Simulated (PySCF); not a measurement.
First SCF of a structure search on quartet Li₃, at a hand-made equilateral triangle geometry. PySCF input:

```python
from pyscf import gto, scf, dft
mol = gto.M(atom='''
Li     0.829300    -1.436390     0.000000
Li    -1.658610    -0.000010     0.000000
Li     0.829310     1.436390     0.000000''',
    basis={'Li': 'def2-TZVP'},
    charge=0, spin=3)
mf = dft.UKS(mol, xc='PBE0')
mf.grids.atom_grid = (50, 194)
aux = {'Li': 'def2-universal-JKFIT'}
mf = mf.density_fit(auxbasis=aux)
mf.conv_tol = 1e-08
mf.diis_space = 10
mf.max_cycle = 60
mf.init_guess = 'minao'
mf.verbose = 4
mf.kernel()
```

Excerpt of the output (cycles alone):

```
init E= -22.4393401148948
cycle= 1 E= -22.4046384036467  delta_E= 0.0347  |g|= 0.0268  |ddm|= 1.08
cycle= 2 E= -22.4081446355807  delta_E= -0.00351  |g|= 0.01  |ddm|= 0.368
cycle= 3 E= -22.4085625932659  delta_E= -0.000418  |g|= 0.00364  |ddm|= 0.0654
cycle= 4 E= -22.4087427791457  delta_E= -0.00018  |g|= 0.00151  |ddm|= 0.0517
cycle= 5 E= -22.4087815059304  delta_E= -3.87e-05  |g|= 0.000225  |ddm|= 0.0346
cycle= 6 E= -22.4087818952046  delta_E= -3.89e-07  |g|= 2.54e-05  |ddm|= 0.00469
cycle= 7 E= -22.4087819034874  delta_E= -8.28e-09  |g|= 3.66e-06  |ddm|= 0.000622
Extra cycle  E= -22.4087819035065  delta_E= -1.91e-11  |g|= 4.7e-07  |ddm|= 2.67e-05
converged SCF energy = -22.4087819035065  <S^2> = 3.7500015  2S+1 = 4.0000008
```

No lower solution of this spin was found from smeared starts or by a stability analysis within the unrestricted form.

The search for the lowest solution, 3 starts and the stability check together, took 3.2 s on 2 threads of a shared Intel Xeon Platinum 8259CL @ 2.50GHz (Skylake/Cascade Lake) host, with 42 basis functions; the process peaked at 0.25 GiB. Launch command: `OMP_NUM_THREADS=2 python axn.py task.json out`.
